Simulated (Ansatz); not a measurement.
A calculation with Ansatz (development build ahead of 0.2.0).

```yaml
crystal:
  periodic: [false, false, false]
  atoms:
    - { symbol: S, position_ang: [0.0, 0.0, -0.34162] }
    - { symbol: O, position_ang: [0.0, 1.1504, 0.34162] }
    - { symbol: O, position_ang: [0.0, -1.1504, 0.34162] }
basis:
  gaussian: { orbitals: "6-31G" }
hamiltonian:
  xc: hf
```

The input is written out in the form of the current development build from the run's settings.

Output:

```yaml
Converged: yes
Total_energy: -546.81212 hartree
Spin_squared_of_the_determinant: 0.000
```

Caution: no unrestricted run beside it, a lower state can exist.
